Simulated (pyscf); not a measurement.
# Four-centre exchange: H₂Ga–SeH (SMILES [GaH2][SeH]) + H₂ (SMILES [H][H]) -> H₂Ga–SeH (SMILES [GaH2][SeH]) + H₂ (SMILES [H][H])

Gas phase, singlet surface, charge 0. Bonds broken: Se1–H3, H6–H7. Bonds formed: Se1–H6, H3–H7. PySCF, gas phase, ωB97X-D3(BJ)/def2-SVP geometries.

Transition state (Å):

```xyz
7

Se     0.4732    -0.6370     0.7492
Ga    -1.7634    -0.1420     0.6458
H      0.3280    -0.3654    -1.1788
H     -2.2084     0.5009    -0.7233
H     -2.7436    -0.4205     1.8256
H      0.5062     0.5155    -0.8263
H      0.3213     0.4223    -1.8237
```

One imaginary mode, 2675i cm⁻¹; descent along it reached the two sides named.

```csv
bond,change,reactant side (Å),saddle,product side
Se1–H3,breaks,1.487,1.952,3.6
H6–H7,breaks,0.760,1.019,3.1
Se1–H6,forms,3.6,1.952,1.470
H3–H7,forms,3.1,1.018,0.760
```

Electronic energies relative to the separated reactants (kJ/mol):

```
level                   barrier  reaction energy  reverse barrier
----------------------  -------  ---------------  ---------------
ωB97X-D3(BJ)/def2-TZVP    298.9              0.0            298.9
PBE/def2-TZVP             247.2              0.0            247.2
r²SCAN/def2-TZVP          265.8              0.0            265.8
B3LYP-D3(BJ)/def2-TZVP    277.2              0.0            277.2
PBE0-D3(BJ)/def2-TZVP     265.0              0.0            265.0
M06-2X/def2-TZVP          295.5              0.0            295.5
ωB97M-D3(BJ)/def2-TZVP    293.7              0.0            293.7
HF/def2-TZVP              373.8              0.0            373.8
```

With ωB97M-D3(BJ)/def2-TZVP energies and thermal terms (ideal gas, 1 atm, RRHO with modes under 100 cm⁻¹ raised to 100, one conformer, R ln 2 for chiral ones without a mode under 150 cm⁻¹), in kJ/mol:

| T (K) | ΔH‡ | ΔG‡ | ΔH | ΔG |
|---|---|---|---|---|
| 298 | 292.8 | 326.7 | 0.0 | 0.0 |
| 600 | 289.9 | 362.5 | 0.0 | 0.0 |
| 900 | 289.8 | 398.8 | 0.0 | 0.0 |
| 1200 | 290.9 | 435.0 | 0.0 | 0.0 |

The same reactants have a lower exit, to H₂Se + GaH₃ (barrier +121.1 kJ/mol at ωB97M-D3(BJ)/def2-TZVP, against +293.7 kJ/mol here). This is the saddle that the search found; another between the same sides may lie lower. Elements up to Kr have no core potential and no relativistic terms here.
